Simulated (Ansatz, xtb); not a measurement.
# CH2LiN: 3 structures ranked

3 gas-phase structures of CH2LiN, found in a search over its isomers (lower ones may exist). Each was relaxed with GFN2-xTB:

A. a singlet given by its coordinates
B. `[H]/N=[CH]\[Li]`, a singlet
C. a singlet given by its coordinates

C (Å):

```xyz
5

C    -0.1233    0.4742    0.3138
Li    0.4157   -2.2817   -0.4847
N     0.1081   -0.6935   -0.0229
H     0.3468    1.3519   -0.1720
H    -0.8210    0.7455    1.1302
```

Close contacts (Å): C1–N3 1.24, Li2–N3 1.68, C1–H4 1.11, C1–H5 1.11.

A (Å):

```yaml
atoms:
  - { symbol: C, position_ang: [1.0843, 1.5223, 0.0140] }
  - { symbol: Li, position_ang: [2.8981, 1.0208, 0.2354] }
  - { symbol: N, position_ang: [1.2532, 0.3362, -0.4700] }
  - { symbol: H, position_ang: [0.0414, 1.9103, -0.0688] }
  - { symbol: H, position_ang: [0.4106, -0.1038, -0.8706] }
```

Close contacts (Å): C1–Li2 1.89, C1–N3 1.29, Li2–N3 1.92, C1–H4 1.12, N3–H5 1.03.

Question: Which do you expect lowest at r2SCAN-D4/def2-SVP, and how would the others follow?

Answer: Calculated order at r2SCAN-D4/def2-SVP: C (0.0), A (6.1), B (26.4) kcal/mol.

Energies above the lowest of each column, in kcal/mol; the last columns are at PBE0-D4/def2-TZVP geometries and were run for some of them only (a dash: not run or not comparable):

```
structure  GFN2-xTB  HF/STO-3G  r2SCAN-D4/def2-SVP  PBE0-D4/def2-TZVP  CCSD(T)/def2-TZVPP
        C       0.0        4.1                 0.0                0.0                 0.0
        A      11.9        0.0                 6.1                5.5                 4.9
        B      26.1       40.2                26.4                  –                   –
```

CCSD(T)/def2-TZVPP puts C lowest of those it was run on; HF/STO-3G picks A. Some further structures that were screened fall inside this span and aren't listed. Frequencies (PBE0-D4/def2-TZVP) were run for A, C alone.

Programs: Ansatz 0.2.0, xtb 6.7.1.
